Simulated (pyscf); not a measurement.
Single points on ωB97X-D3(BJ)/def2-SVP structures (PySCF, gas phase).

Q: Estimate by transition-state theory (the high-pressure limit) the rate constant of •H₂C–C(CH₃)=NH → •H₂C–C(=CH₂)–NH₂ (doublet surface; C–H broken, H–N formed) at 1200 K, with ωB97M-D3(BJ)/def2-TZVP energies (ideal gas, 1 atm, RRHO with modes under 100 cm⁻¹ raised to 100, one conformer, R ln 2 for rigid chiral ones; no tunnelling).

A: The electronic barrier is 55.6 kcal/mol and the thermal terms add -2.3, so ΔG‡ = 53.3 kcal/mol. With k_BT/h = 2.50e+13 s⁻¹ and RT = 2.385 kcal/mol, k = 4.8e+03 s⁻¹. Wigner's tunnelling factor for 2250i cm⁻¹ would be 1.30. A shift of 1 kcal/mol in the barrier changes k by a factor 1.5. The same reactants have a lower exit, to H₂C=C=NH + CH₃• (no saddle counted: cutting one bond, which may have a small barrier of its own, costs +42.1 kcal/mol at ωB97M-D3(BJ), against +55.6 kcal/mol here). This is the saddle that the search found; another between the same sides may lie lower.
